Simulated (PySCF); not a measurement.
Isomers of C3H3FO2, mass 90.012 u with the commonest isotopes. Level of theory: PBE0-D3(BJ)/def2-SVP geometry optimisation, gas phase in PySCF. One conformer each, none proved a minimum here; rigid rotors.

Question: Order these by rotational constant A, largest first.
A. `O=C1C[C@@H](F)O1`
B. `[O:1]=[C:2]([OH:3])/[CH:4]=[CH:5]\[F:6]` with O1–C2–O3–H 0°, O1–C2–C4–C5 179°
C. `O=C1OC[C@H]1F`

Answer: A (10095 MHz), B (8503 MHz), C (5628 MHz).

Question: Order these by radius of gyration √(Σ m r²/M), smallest first.
A. `[O:1]=[C:2]([OH:3])/[CH:4]=[CH:5]\[F:6]` with O1–C2–O3–H 0°, O1–C2–C4–C5 179°
B. `O=C1OC[C@H]1F`
C. `O=C1O[C@@H](C1)F`

Answer: B (1.525 Å), C (1.564 Å), A (1.686 Å).

Question: Order these by rotational constant C, smallest first.
A. `O=C1C[C@@H](F)O1`
B. `[O:1]=[C:2]([OH:3])/[CH:4]=[CH:5]\[F:6]` with O1–C2–O3–H 0°, O1–C2–C4–C5 179°
C. `O=C1OC[C@H]1F`
D. `O=C1CO[C@H]1F`

Answer: B (1976 MHz), A (2435 MHz), C (2508 MHz), D (2567 MHz).

| SMILES | point group | Ia (u·Å²) | Ib (u·Å²) | Ic (u·Å²) | κ | μa (D) | μb (D) | μc (D) |
| --- | --- | --- | --- | --- | --- | --- | --- | --- |
| O=C(O)/C=C\F | Cs | 59.44 | 196.37 | 255.81 | -0.82 | 1.70 | 0.30 | 0.01 |
| O=C1OC[C@H]1F | C1 | 89.80 | 127.58 | 201.54 | -0.07 | 2.43 | 2.44 | 1.29 |
| O=C1CO[C@H]1F | C1 | 91.46 | 127.29 | 196.88 | -0.05 | 0.56 | 1.57 | 0.56 |
| O=C1C[C@@H](F)O1 | C1 | 50.06 | 182.71 | 207.52 | -0.91 | 1.90 | 2.49 | 1.49 |
